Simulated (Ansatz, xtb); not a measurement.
## Two isomers of CH4NS

We compare X, `NC[S]`, a doublet, with Y, `N[CH]S`, a doublet. Both are isolated molecules in the gas phase, relaxed with PBE0-D3(BJ)/def2-SVP; the shapes shown needn't be the lowest conformers.

X (Å):

```yaml
atoms:
  - { symbol: C, position_ang: [-0.2526, 0.2013, -1.0958] }
  - { symbol: N, position_ang: [-1.4008, -0.2931, -0.4066] }
  - { symbol: S, position_ang: [1.1320, 0.9066, -0.1455] }
  - { symbol: H, position_ang: [0.1955, -0.5967, -1.7146] }
  - { symbol: H, position_ang: [-1.8335, 0.4411, 0.1501] }
  - { symbol: H, position_ang: [-0.5459, 0.9897, -1.8119] }
  - { symbol: H, position_ang: [-1.1435, -1.0354, 0.2406] }
```

Y (Å):

```
atom    x (Å)    y (Å)    z (Å)
   C   0.3996  -0.1379  -0.6770
   N   0.1288   0.7874  -1.6644
   S  -0.0785  -1.7920  -0.8945
   H  -0.7140   0.6105  -2.2025
   H   0.2381   1.7623  -1.4043
   H   1.1787   0.1235   0.0442
   H   0.7817  -2.1814  -1.8862
```

Energies in hartree; the thermal terms are from PBE0-D3(BJ)/def2-SVP harmonic frequencies (ideal gas, rigid rotor, one conformer each, 298.15 K, 1 atm) and include the zero-point energy:

```
                              X           Y
E, CCSD(T)/def2-SVP  −492.418343  −492.404870
    E, MP2/def2-SVP  −492.366314  −492.351847
  E, MP2/def2-TZVPP  −492.730748  −492.719670
  zero-point energy     0.054774     0.050367
       H(298 K) − E     0.059745     0.055961
       G(298 K) − E     0.028067     0.023338
```

Problem. Correct the CCSD(T) difference for the basis set by the MP2 change, then work out ΔE, ΔE₀, ΔH and ΔG for X → Y in kJ/mol (1 Eh = 2625.50 kJ/mol) and the equilibrium ratio [Y]/[X].

Solution. 1. Differences Y − X: CCSD(T) +0.013473, MP2 in the small set +0.014467, MP2 in the large set +0.011078 Eh.
2. ΔE = +0.013473 + (+0.011078 − (+0.014467)) = +0.010084 Eh = +26.48 kJ/mol.
3. ΔE₀ = ΔE + ΔZPE = +0.010084 + (−0.004407) Eh = +14.90 kJ/mol.
4. ΔH = ΔE + (−0.003784) Eh = +16.54 kJ/mol.
5. ΔG = ΔE + (−0.004729) Eh = +14.06 kJ/mol, so ΔS = (ΔH − ΔG)/T = +8.3 J/(mol K).
6. kT = 0.9442 mEh, so K = [Y]/[X] = exp(−ΔG/kT) = exp(−5.67) ≈ 0.0034.

Structure X is favoured at this temperature. An error of 4 kJ/mol in ΔG would change K by a factor of 5. Mirror images and further conformers aren't counted.

As drawn, Y has 1 S–H in place of 1 C–H.

Other levels gave ΔE = +68.8 (GFN2-xTB); +88.9 (HF/STO-3G, GFN2-xTB geometries); +22.9 (r2SCAN-D4/def2-SVP, GFN2-xTB geometries); +20.2 (PBE0-D3(BJ)/def2-SVP); +45.4 (HF/def2-SVP); +38.0 (MP2/def2-SVP); +35.4 (CCSD(T)/def2-SVP) kJ/mol. Open shells are spin-unrestricted. The correlated steps freeze 7 core orbitals. Programs: Ansatz 0.2.0, xtb 6.7.1.
